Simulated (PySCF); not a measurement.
Rows and methods have been separated. Pair them.

Species: PH3.
InChI=1S/H3P/h1H3

The closed-shell ground state was solved 5 times with PySCF (density fitting, gas phase), always in the pcSseg-2 basis (85 functions), with these functionals: B97-2, BHandHLYP, CAM-B3LYP, LC-wPBE and wB97X-D. Isolated species at its PBE0-D3(BJ)/def2-SVP geometry, gas phase.

| row | total energy (Eh) | HOMO (eV) | LUMO (eV) | dipole (D) |
| --- | --- | --- | --- | --- |
| P | -343.1533 | -8.95 | 1.17 | 0.67 |
| Q | -343.1804 | -7.65 | 0.58 | 0.75 |
| R | -343.0579 | -10.61 | 2.54 | 0.82 |
| S | -343.1649 | -9.23 | 1.34 | 0.71 |
| T | -343.1580 | -9.79 | 2.32 | 0.77 |

Task: Which functional belongs to which row?

Result: P = BHandHLYP, Q = B97-2, R = LC-wPBE, S = CAM-B3LYP, T = wB97X-D. By rising HOMO–LUMO gap: B97-2 (global hybrid, 21 % exact exchange) 8.23 eV; BHandHLYP (global hybrid, 50 % exact exchange) 10.12 eV; CAM-B3LYP (range-separated hybrid) 10.57 eV; wB97X-D (range-separated hybrid) 12.11 eV; LC-wPBE (range-separated hybrid) 13.15 eV. Total energies of different functionals aren't bounds to one another; each is stationary for its own functional.

wB97X-D is run here without its empirical dispersion term; that term would change no orbital, density or response property at a fixed geometry.
